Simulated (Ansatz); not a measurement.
## What each rung costs, and what it gives

Saddle point of CH$_{8}$OSi, singlet (CH₄O ([CH3][OH]) + SiH₄ → CH₆OSi ([CH3][O][SiH3]) + H₂; bonds formed: Si1–O7, H2–H6; bonds broken: Si1–H2, H6–O7), PBE0-D4/def2-TZVP structure:

| atom | x (Å) | y (Å) | z (Å) |
| --- | --- | --- | --- |
| Si1 | -0.6806 | 0.6839 | -0.9226 |
| H2 | 0.8325 | 0.3533 | -1.7570 |
| H3 | -1.3189 | -0.4208 | -1.6861 |
| H4 | -1.6281 | 0.8849 | 0.2345 |
| H5 | -0.7393 | 2.0051 | -1.6026 |
| H6 | 1.1347 | 0.0498 | -0.6840 |
| O7 | 0.6244 | 0.2046 | 0.2940 |
| C8 | 0.4751 | -0.7630 | 1.3319 |
| H9 | 0.4527 | -1.7722 | 0.9147 |
| H10 | 1.3092 | -0.6636 | 2.0255 |
| H11 | -0.4615 | -0.5620 | 1.8517 |

Barriers are electronic and count from the start structure reached by relaxing down the imaginary mode.

Computed with Ansatz 0.2.0 (basis: as named in each row); correlated methods freeze the cores. B3LYP uses VWN-RPA correlation. Extrapolation: Hartree–Fock as exp(−7.88 √X), correlation as X^−2.97.

Times are rough, for one single point on 4 threads of a shared host (Intel Xeon).

The estimate by CCSD(T) at an estimated basis limit (MP2 extrapolated from triple and quadruple zeta, plus CCSD(T) − MP2 in triple zeta) is 160.0 kJ/mol.

| method | basis | time (s) | barrier (kJ/mol) | method less estimate |
| --- | --- | --- | --- | --- |
| HF | STO-3G | under 1 | 315.5 | 155.5 |
| PBE-D4 | STO-3G | under 1 | 136.2 | -23.8 |
| SPW92 | def2-SVP | 1 | 92.8 | -67.2 |
| B3LYP-D4 | 6-31G | 2 | 176.8 | 16.8 |
| PBE-D4 | def2-SVP | 2 | 128.3 | -31.7 |
| PBE0-D4 | def2-SVP | 2 | 145.8 | -14.2 |
| SPW92 | def2-TZVPP | 4 | 96.4 | -63.6 |
| CCSD(T) | def2-SVP | 4 | 176.9 | 16.9 |
| BHLYP-D4 | def2-TZVPP | 4 | 172.0 | 12.0 |
| CAM-B3LYP-D4 | def2-TZVPP | 4 | 156.8 | -3.2 |
| wB97M-V | def2-SVP | 5 | 151.9 | -8.1 |
| B3LYP-D4 | def2-TZVPP | 5 | 155.4 | -4.7 |
| PBE-D4 | def2-TZVPP | 5 | 130.3 | -29.7 |
| BLYP-D4 | def2-TZVPP | 5 | 145.6 | -14.4 |
| PBE0-D4 | def2-TZVPP | 6 | 144.7 | -15.3 |
| r2SCAN0-D4 | def2-TZVPP | 6 | 149.4 | -10.6 |
| r2SCAN-D4 | def2-TZVPP | 6 | 139.2 | -20.8 |
| RPA on PBE | def2-TZVPP | 8 | 165.7 | 5.7 |
| wB97X-V | def2-TZVPP | 10 | 158.9 | -1.1 |
| B2PLYP | def2-TZVPP | 10 | 160.1 | 0.0 |
| B97M-V | def2-TZVPP | 11 | 147.1 | -12.9 |
| wB97M-V | def2-TZVPP | 11 | 154.4 | -5.6 |
| PBE-QIDH | def2-TZVPP | 11 | 154.3 | -5.7 |
| MP2 | def2-QZVPP | 34 | 153.5 | -6.5 |
| CCSD(T) | def2-TZVPP | 64 | 163.0 | 3.0 |

All methods are single points on the PBE0-D4 structures.

T1 diagnostic: at most 0.013.

Labels in which every atom is bracketed show which atoms are joined, not bond orders.
